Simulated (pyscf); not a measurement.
Single points on ωB97X-D3(BJ)/def2-SVP structures (PySCF, gas phase). MP2 and CC: frozen core, UHF for open shells. ΔMP2 is the change of the MP2 total energy from the triple- to the quadruple-zeta basis.

### Question
For the elementary gas-phase step HO–Ga (SMILES [OH][Ga]) [singlet] + H₂C=CH₂ (SMILES C=C) -> H₃C–CH₂–Ga=O (SMILES C[CH2][Ga]=[O]) (singlet surface; H–O broken, C–Ga, C–H formed), what barrier and reaction energy does CCSD(T)/def2-TZVPP give, measured from the separated reactants?

### Answer
ΔE‡ = 67.2 kcal/mol, ΔE = +9.1 kcal/mol. CCSD(T)/def2-TZVPP + ΔMP2(QZVPP) gives 67.3 kcal/mol and +9.9 kcal/mol. Zero-point energy shifts the barrier by -0.4 kcal/mol. It is an addition across a multiple bond or ene-type step, with an imaginary mode of 2281i cm⁻¹. This is the saddle that the search found; another between the same sides may lie lower. The CCSD(T) − MP2 part came from Ansatz, without density fitting, on the same reference. The frozen core leaves the outer d or s,p core shells of the metals and heavy elements correlated in the MP2 and CC values, and def2-TZVPP describes them poorly, which can shift differences by a few kcal/mol. Elements up to Kr have no core potential and no relativistic terms here.
